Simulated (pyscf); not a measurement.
Four-centre exchange: HS–GaH₂ (SMILES [SH][GaH2]) + H₂ (SMILES [H][H]) → HS–GaH₂ (SMILES [SH][GaH2]) + H₂ (SMILES [H][H])

Gas phase, singlet surface, charge 0. Bonds broken: Ga2–H6, H4–H7. Bonds formed: Ga2–H4, H6–H7. Single points on ωB97X-D3(BJ)/def2-SVP structures (PySCF, gas phase).

Transition state (Å):

```xyz
7

S     -0.3349     1.6642     0.5293
Ga    -0.3649    -0.2978    -0.4779
H      0.8396     1.4346     1.1492
H     -2.0552    -0.6173    -0.7958
H      0.4836    -0.9534    -1.5863
H     -0.8209    -1.5319     0.6697
H     -1.6775    -1.2301     0.0237
```

One imaginary mode, 1545i cm⁻¹; descent along it reached the two sides named.

| bond | change | reactant side (Å) | saddle | product side |
|---|---|---|---|---|
| Ga2–H6 | breaks | 1.560 | 1.746 | 2.6 |
| H4–H7 | breaks | 0.762 | 1.091 | 3.0 |
| Ga2–H4 | forms | 2.6 | 1.749 | 1.558 |
| H6–H7 | forms | 3.0 | 1.115 | 0.762 |

Electronic energies relative to the separated reactants (kcal/mol):

| level | barrier | reaction energy | reverse barrier |
|---|---|---|---|
| ωB97X-D3(BJ)/def2-TZVP | 34.9 | 0.0 | 34.9 |
| PBE/def2-TZVP | 29.8 | 0.0 | 29.8 |
| r²SCAN/def2-TZVP | 30.4 | 0.0 | 30.4 |
| B3LYP-D3(BJ)/def2-TZVP | 34.8 | 0.0 | 34.8 |
| PBE0-D3(BJ)/def2-TZVP | 30.8 | 0.0 | 30.8 |
| M06-2X/def2-TZVP | 35.7 | 0.0 | 35.7 |
| ωB97M-D3(BJ)/def2-TZVP | 35.2 | 0.0 | 35.2 |
| HF/def2-TZVP | 47.9 | 0.0 | 47.9 |

With ωB97M-D3(BJ)/def2-TZVP energies and thermal terms (ideal gas, 1 atm, RRHO with modes under 100 cm⁻¹ raised to 100, one conformer, R ln 2 for chiral ones without a mode under 150 cm⁻¹), in kcal/mol:

| T (K) | ΔH‡ | ΔG‡ | ΔH | ΔG |
|---|---|---|---|---|
| 298 | 35.8 | 43.9 | 0.0 | 0.0 |
| 600 | 34.8 | 52.6 | 0.0 | 0.0 |
| 900 | 34.6 | 61.5 | 0.0 | 0.0 |
| 1200 | 34.8 | 70.5 | 0.0 | 0.0 |

At the saddle there is also a short Ga–H contact that neither side keeps. The same reactants have a lower exit, to H₂S + GaH₃ (barrier +28.0 kcal/mol at ωB97M-D3(BJ)/def2-TZVP, against +35.2 kcal/mol here). One saddle was located; it need not be the lowest between these sides. Elements up to Kr have no core potential and no relativistic terms here.
